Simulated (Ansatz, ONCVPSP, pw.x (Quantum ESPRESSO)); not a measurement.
# What a changed setting does to a pw.x run (bcc Ba)

Potential: optimised norm-conserving Vanderbilt (ONCV), ONCVPSP 4.0.1.1 (patched build), PBE; core [Kr] 4d10 5s2, reference 5p6 6s2; waves: 6s: rc 3.55 bohr, ncon 4, nbas 8, qcut 1.6 1/bohr, 2 projectors, debl 1.3 Ha; 5p: rc 2.80 bohr, ncon 4, nbas 7, qcut 5.6 1/bohr, 2 projectors, debl 2 Ha; d scattering state at 0.29 Ha: rc 3.05 bohr, ncon 4, nbas 8, qcut 3.4 1/bohr, 2 projectors, debl 0.2 Ha; local part: polynomial inside 2.25 bohr (lpopt 3, dvloc0 2 Ha); core correction: none. In the d channel the program set the typed energies aside and used 0.050, 0.250 Ha.

The reference run (k-mesh 9³, cutoffs 35/140 Ry, Fermi–Dirac 0.01 Ry, mixing_beta 0.4, conv_thr 1e-9, no spin) gives 0.06 GPa at 63.608 Å³/atom, where all-electron LAPW gives 0.01 GPa. This run, with its own iteration cap, changes degauss to 0.005.

```
&control
  calculation='scf', prefix='x', pseudo_dir='./', outdir='./tmp', tstress=.true., disk_io='none'
/
&system
  ibrav=0, nat=1, ntyp=1, ecutwfc=35, ecutrho=140, nbnd=11,
  occupations='smearing', smearing='fd', degauss=0.005
/
&electrons
  conv_thr=1e-09, mixing_beta=0.4, electron_maxstep=60
/
ATOMIC_SPECIES
Ba 1.0 Ba.UPF
CELL_PARAMETERS angstrom
  -2.51468688 2.51468688 2.51468688
  2.51468688 -2.51468688 2.51468688
  2.51468688 2.51468688 -2.51468688
ATOMIC_POSITIONS crystal
Ba 0.0000 0.0000 0.0000
K_POINTS automatic
9 9 9 0 0 0
```

```bash
pw.x < Ba.scf.in > Ba.scf.out
```

Problem. How does the run end?

Solution. It converges in 6 iterations; the free energy moves by +31.3 meV/atom and the pressure by -0.04 GPa. In a metal, with Fermi–Dirac smearing, F lies below its zero-width value by a term in the square of the width.

```
Message from routine setup:
     using ibrav=0 with symmetry is DISCOURAGED, use correct ibrav instead
     lattice parameter (alat)  =       8.2308  a.u.
     unit-cell volume          =     429.2481 (a.u.)^3
     number of electrons       =         8.00
     number of Kohn-Sham states=           11
     kinetic-energy cutoff     =      35.0000  Ry
     charge density cutoff     =     140.0000  Ry
     scf convergence threshold =      1.0E-09
     Exchange-correlation= PBE
     number of k points=    35  Fermi-Dirac smearing, width (Ry)=  0.0050
     iteration #  1     ecut=    35.00 Ry     beta= 0.40
     total energy              =     -30.70611898 Ry
     estimated scf accuracy    <       0.00053219 Ry
     iteration #  2     ecut=    35.00 Ry     beta= 0.40
     negative rho (up, down):  4.055E-08 0.000E+00
     total energy              =     -30.70628808 Ry
     estimated scf accuracy    <       0.00021327 Ry
     iteration #  3     ecut=    35.00 Ry     beta= 0.40
     total energy              =     -30.70631057 Ry
     estimated scf accuracy    <       0.00000164 Ry
     iteration #  4     ecut=    35.00 Ry     beta= 0.40
     total energy              =     -30.70631091 Ry
     estimated scf accuracy    <       0.00000003 Ry
     iteration #  5     ecut=    35.00 Ry     beta= 0.40
     total energy              =     -30.70631092 Ry
     estimated scf accuracy    <          5.5E-09 Ry
     iteration #  6     ecut=    35.00 Ry     beta= 0.40
     the Fermi energy is     4.9900 ev
!    total energy              =     -30.70631092 Ry
     estimated scf accuracy    <          1.0E-10 Ry
     smearing contrib. (-TS)   =      -0.00143985 Ry
     The total energy is F=E-TS. E is the sum of the following terms:
     one-electron contribution =      -5.43773020 Ry
     hartree contribution      =       4.35803965 Ry
     xc contribution           =      -5.11891630 Ry
     ewald contribution        =     -24.50626422 Ry
     convergence has been achieved in   6 iterations
          total   stress  (Ry/bohr**3)                   (kbar)     P=        0.22
     Message from routine punch:
     Nothing written, as per user request (disk_io='none')
```

The run took about 8.6 s on one core of a shared host (Neoverse-N1, 64 threads, 124 GiB, load 60).
